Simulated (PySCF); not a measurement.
Bonds (- single, = double, # triple, : aromatic): C1-C2 1.511 Å, C2-F3 1.368 Å, C2-C4 1.520 Å, C4=O5 1.203 Å, C4-O6 1.329 Å. C1 carries H7, H8, H9; C2 carries H10; O6 carries H11. Stereochemistry as in C[C@H](F)C(=O)O.

Non-relativistic, no solvent model, averaged over atoms made equivalent by symmetry, fast rotation or ring inversion, one computed conformer. B3LYP/pcJ-1 coupling constants (spin–dipole term only in couplings to heteroatoms); geometry from PBE0-D3(BJ)/def2-SVP; shielding tensors at KT3/pcSseg-2 (GIAO); PySCF 2.14.0 with density-fitted response routines.

δ = σ(ref) − σ, references computed at the same level: 1H vs TMS.

The spectrum was simulated from the full spin Hamiltonian at 300 MHz with 0.6 Hz Lorentzian lines, from shifts rounded to 0.01 ppm and J to 0.1 Hz, couplings under 1 Hz left out. Exchangeable protons (1H) are left uncoupled and out of the list.

(1) List the maxima of its 1H spectrum with integrals.

(2) Summarise it as multiplets with assignments.

Answers

(1) 
Maxima in Hz from TMS (height), grouped by integral:
1H: 1587.5 (8), 1579.6 (24), 1571.7 (25), 1563.8 (9), 1532.3 (8), 1524.4 (24), 1516.5 (25), 1508.6 (9)
3H: 483.2 (100), 475.3 (99), 460.7 (100), 452.8 (98)

(2) 1H NMR (300 MHz, computed): δ 5.79 (br s, 1H, H11), 5.16 (dq, J = 55.2, 7.9 Hz, 1H, H10), 1.56 (dd, J = 22.5, 7.9 Hz, 3H, H7/H8/H9). These are first-order names; overlap and second-order distortion can hide them in the list.

OH/NH shifts are gas-phase values; hydrogen bonding in solution moves them, usually downfield. Multiplet labels drop couplings under 1 Hz and merge nearly equal ones. Unscaled 3J(H,H) at this level run about 10 % above measured values.
